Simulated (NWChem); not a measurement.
Program: NWChem. System: C$_{2}$H$_{3}$F, charge 1, spin multiplicity 2, at the geometry of a parent with another charge or spin, in a state set for the comparison that need not be this species' ground state. Its SCF solution wasn't tested for a lower state. Level: UPBE/def2-TZVPD.

Part of the output:

```
             Northwest Computational Chemistry Package (NWChem) 7.3.0
             --------------------------------------------------------

                                NWChem Input Module
                                -------------------

 Scaling coordinates for geometry "geometry" by  1.889725989
 (inverse scale =  0.529177249)

 Turning off AUTOSYM since
 SYMMETRY directive was detected!

                             Geometry "geometry" -> ""
                             -------------------------

 Output coordinates in angstroms (scale by  1.889725989 to convert to a.u.)

  No.       Tag          Charge          X              Y              Z
 ---- ---------------- ---------- -------------- -------------- --------------
    1 C                    6.0000     1.18153200    -0.18712500     0.00000000
    2 C                    6.0000    -0.12590100    -0.40751700     0.00000000
    3 F                    9.0000    -1.02129500     0.57432800     0.00000000
    4 H                    1.0000     1.58230300     0.82865300     0.00000000
    5 H                    1.0000     1.86999400    -1.03247000     0.00000000
    6 H                    1.0000    -0.59442500    -1.39728600     0.00000000

 Effective nuclear repulsion energy (a.u.)      67.6383997719

            Nuclear Dipole moment (a.u.)
            ----------------------------
        X                 Y               Z
 ---------------- ---------------- ----------------
     0.0000056692    -0.0000056692     0.0000000000

      Symmetry information
      --------------------

 Group name             Cs
 Group number              2
 Group order               2
 No. of unique centers     6

      Symmetry unique atoms

     1    2    3    4    5    6


 Summary of "ao basis" -> "" (spherical)
 ------------------------------------------------------------------------------
       Tag                 Description            Shells   Functions and Types
 ---------------- ------------------------------  ------  ---------------------
 *                         def2-tzvpd                 on all atoms

  pbe96 is a nonlocal functional; adding pw91lda local functional.

                                 NWChem DFT Module
                                 -----------------

 Summary of "ao basis" -> "ao basis" (spherical)
 ------------------------------------------------------------------------------
       Tag                 Description            Shells   Functions and Types
[...]
    beta     11     12     13     14     15     16     17     18     19     20
 overlap   1.000  0.995  0.996  0.997  0.998  0.995  0.982  0.907  0.995  0.923

   alpha     21     22     23     24     25     26     27     28     29     30
    beta     21     22     23     24     25     26     27     28     30     29
 overlap   0.998  0.992  0.973  0.994  0.973  0.990  0.999  0.995  0.995  0.997

   alpha     31     32     33     34     35     36     37     38     39     40
    beta     31     32     33     34     36     35     37     38     39     41
 overlap   0.995  0.983  0.972  0.965  0.982  0.954  0.983  0.978  0.998  0.806

   alpha     41     42     43     44     45     46     47     48     49     50
    beta     40     42     43     44     45     47     46     48     49     50
 overlap   0.803  0.990  0.997  0.994  0.998  0.994  0.999  0.996  0.991  0.998

   alpha     51     52     53     54     55     56     57     58     59     60
    beta     51     52     53     54     56     55     57     60     58     59
 overlap   0.993  0.995  0.991  0.949  0.989  0.941  0.990  0.999  0.998  0.999

   alpha     61     62     63     64     65     66     67     68     69     70
    beta     61     62     63     64     66     65     67     68     69     70
 overlap   1.000  0.995  0.999  0.990  0.998  0.992  0.998  0.999  0.998  0.895

   alpha     71     72     73     74     75     76     77     78     79     80
    beta     71     72     73     74     75     76     77     78     79     81
 overlap   0.897  1.000  0.998  0.998  0.999  0.990  0.997  0.996  0.994  0.993

   alpha     81     82     83     84     85     86     87     88     89     90
    beta     80     82     83     84     85     86     87     88     89     90
 overlap   0.984  0.983  0.998  0.999  0.997  0.999  1.000  0.999  0.996  0.998

   alpha     91     92     93     94     95     96     97     98     99    100
    beta     91     92     93     94     95     96     97     98     99    100
 overlap   0.994  0.994  0.994  0.999  0.985  0.979  0.993  0.979  0.999  0.985

   alpha    101    102    103    104    105    106    107    108    109    110
    beta    102    101    103    104    105    106    107    108    109    110
 overlap   0.995  0.998  0.995  0.987  0.989  0.998  0.997  0.999  0.996  0.980

   alpha    111    112    113    114    115    116    117    118    119    120
    beta    111    112    113    114    115    116    117    118    119    120
 overlap   0.999  0.980  0.998  1.000  0.998  1.000  0.999  1.000  0.997  0.997

   alpha    121    122    123    124    125    126    127    128    129    130
    beta    121    122    123    124    125    126    127    128    129    130
 overlap   1.000  0.999  0.993  0.993  1.000  1.000  1.000  1.000  1.000  1.000

   alpha    131    132    133    134    135    136    137    138    139    140
    beta    131    132    133    134    135    136    137    138    139    140
 overlap   1.000  0.999  0.999  1.000  1.000  1.000  1.000  1.000  1.000  1.000

   alpha    141
    beta    141
 overlap   1.000

     --------------------------
     Expectation value of S2:
     --------------------------
      <S2> =      0.7520 (Exact =     0.7500)

 center of mass
 --------------
 x =  -0.15829872 y =   0.08877398 z =   0.00000000

 moments of inertia (a.u.)
 ------------------
          43.967657682620          45.664316057720           0.000000000000
          45.664316057720         152.981771647775           0.000000000000
           0.000000000000           0.000000000000         196.949429330395

     Multipole analysis of the density
     ---------------------------------

     L   x y z        total         alpha         beta         nuclear
     -   - - -        -----         -----         ----         -------
     0   0 0 0      1.000000    -12.000000    -11.000000     24.000000

     1   1 0 0      1.080262      0.125319      0.954937      0.000006
     1   0 1 0     -0.744017     -0.229836     -0.514175     -0.000006
     1   0 0 1     -0.000000     -0.000000     -0.000000      0.000000

     2   2 0 0     -6.331585    -48.061652    -44.734350     86.464417
     2   1 1 0      0.042294     11.326473     10.451817    -21.735997
     2   1 0 1      0.000000      0.000000      0.000000      0.000000
     2   0 2 0     -8.629886    -18.841025    -17.929767     28.140906
     2   0 1 1     -0.000000     -0.000000     -0.000000      0.000000
     2   0 0 2    -11.265349     -6.525103     -4.740245      0.000000

 Task  times  cpu:       18.7s     wall:       18.7s

 Total times  cpu:       18.7s     wall:       18.7s
```

### Question
Write an NWChem input that would produce this output.

### Answer
This is not unique; one that fits is 
```
start mol
memory heap 200 mb stack 900 mb global 1100 mb
charge 1
geometry units angstroms nocenter noautoz
  C      1.181532    -0.187125     0.000000
  C     -0.125901    -0.407517     0.000000
  F     -1.021295     0.574328     0.000000
  H      1.582303     0.828653     0.000000
  H      1.869994    -1.032470     0.000000
  H     -0.594425    -1.397286     0.000000
  symmetry group Cs
end
basis spherical
  * library def2-tzvpd
end
dft
  xc xpbe96 cpbe96
  odft
  mult 2
  semidirect memsize 60000000 filesize 0
  iterations 100
end
task dft energy
```
